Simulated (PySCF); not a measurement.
## Four-centre ligand exchange

Start structure (CH9NSi, closed shell), relaxed at PBE0-D4/def2-TZVP:

```csv
atom,x (Å),y (Å),z (Å)
Si1,-1.0495,-0.4488,-0.8257
C2,0.0910,-1.6197,0.0749
H3,-0.3057,0.4150,-1.7829
H4,-1.7941,0.4293,0.1183
H5,-2.0637,-1.2066,-1.6148
H6,1.8301,1.9462,1.3402
N7,1.0199,1.7159,0.7781
H8,0.8195,-1.0350,0.6387
H9,0.6204,-2.2660,-0.6286
H10,-0.4679,-2.2551,0.7656
H11,1.1452,2.1597,-0.1235
H12,0.2182,2.1546,1.2142
```

The step: CH₆Si ([CH3][SiH3]) + NH₃ → SiNH₅ ([NH2][SiH3]) + CH₄; bonds formed: Si1–N7, C2–H6; bonds broken: Si1–C2, H6–N7. Computed with PySCF 2.14 with density fitting (its default auxiliary sets; JK sets also for MP2 and CCSD(T)) (basis: def2-TZVPP and def2-QZVPP); correlated methods freeze the cores. Extrapolation: Hartree–Fock as exp(−7.88 √X), correlation as X^−2.97. Energies below are by CCSD(T) at an estimated basis limit (MP2 extrapolated from triple and quadruple zeta, plus CCSD(T) − MP2 in triple zeta).

Task: What are the electronic barrier and the energy of the step, from the start structure to the end structure? (Judge from chemistry; the value comes from the calculation.)

Result: The calculation gives: Barrier 228.1 kJ/mol; step energy -41.9 kJ/mol (downhill); reverse barrier, their difference, 270.0 kJ/mol. Barrier and step energy count from the start structure, the reverse barrier from the end structure.

The saddle point: One imaginary mode of 1157i cm⁻¹.
```
  pair  start (Å)  saddle (Å)  end (Å)
Si1–N7       3.40        1.88     1.72
 C2–H6       4.16        1.57     1.09
Si1–C2       1.87        2.35     3.98
 H6–N7       1.01        1.17     2.80
```

Zero-point energy (harmonic, PBE0-D4): ZPE is 254.0 kJ/mol at the start and 246.4 kJ/mol at the saddle, so the barrier goes from 228.1 to 220.5 kJ/mol.

The T1 diagnostic stays at or below 0.011.

Labels in which every atom is bracketed show which atoms are joined, not bond orders.

For scale, one of the runs: CCSD(T)/def2-TZVPP, 230 basis functions, launched by `OMP_NUM_THREADS=4 python run.py`. The run took 11 min on 4 CPU threads of an Arm Neoverse V2 (shared host), with 3.5 GiB of host memory at its peak.
